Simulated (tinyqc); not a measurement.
Inside a calculation. Method: RKS/exchange-only LDA in the sto-3g basis, for LiH, spin multiplicity 1. Computed by tinyqc, a small Python program that keeps every step (integrals from PySCF). Settings: charge = 0, multiplicity = 1, basis = sto-3g, energy threshold = 1e-10, iteration cap = 60, orthogonalisation = symmetric, start = highest core orbitals, DIIS depth = 0, method = RKS, functional = Slater exchange alone, grid = [20, 86]. Command: `OMP_NUM_THREADS=1 python tinyqc.py 21920 21921 out.jsonl` (the two numbers bound the seeds that draw the settings). One thread of a shared host (Intel(R) Xeon(R) Processor @ 2.60GHz), about 0.4 s of CPU time with the checks.

Geometry (angstrom):
```
atom        x        y        z
Li    0.00000  0.00000  0.00000
H     0.00000  0.00000  2.32800
```

Stop when the energy changes by less than 1e-10 hartree and every element of the error matrix X^T (F D S - S D F) X is below 3e-06.

Course of the cycle:
```
iteration  E (hartree)     change  largest element of the error matrix
1           -1.8255335          -                             1.73e-01
2           -7.3166233  -5.49e+00                             3.08e-01
3           -7.2996982   1.69e-02                             3.12e-01
4           -7.0209754   2.79e-01                             2.24e-01
5           -7.2825471  -2.62e-01                             3.17e-01
6           -7.0199506   2.63e-01                             2.24e-01
7           -7.2831473  -2.63e-01                             3.16e-01
8           -7.0201001   2.63e-01                             2.24e-01
9           -7.2831272  -2.63e-01                             3.16e-01
10          -7.0200935   2.63e-01                             2.24e-01
11          -7.2831279  -2.63e-01                             3.16e-01
12          -7.0200938   2.63e-01                             2.24e-01
13          -7.2831278  -2.63e-01                             3.16e-01
14          -7.0200938   2.63e-01                             2.24e-01
...                ...        ...                                  ...
47          -7.2831278  -2.63e-01                             3.16e-01
48          -7.0200938   2.63e-01                             2.24e-01
49          -7.2831278  -2.63e-01                             3.16e-01
50          -7.0200938   2.63e-01                             2.24e-01
51          -7.2831278  -2.63e-01                             3.16e-01
52          -7.0200938   2.63e-01                             2.24e-01
53          -7.2831278  -2.63e-01                             3.16e-01
54          -7.0200938   2.63e-01                             2.24e-01
55          -7.2831278  -2.63e-01                             3.16e-01
56          -7.0200938   2.63e-01                             2.24e-01
57          -7.2831278  -2.63e-01                             3.16e-01
58          -7.0200938   2.63e-01                             2.24e-01
59          -7.2831278  -2.63e-01                             3.16e-01
60          -7.0200938   2.63e-01                             2.24e-01
```

Can the last value be used, and what does the course show?

Not by the stop rule. Not converged within the cap of 60 iterations: the residual has stopped falling: the iteration swings between two states. Reruns (cap 100 unless said): DIIS 8: converged in 16; damping 0.5: not converged; level shift 0.5: converged in 63; atomic densities as start, DIIS 8: converged in 9; the original settings with a cap of 400: not converged. PySCF RKS in the same basis, fine grid = -7.5244263 hartree, which differs from a converged run on this coarse grid by the grid error.
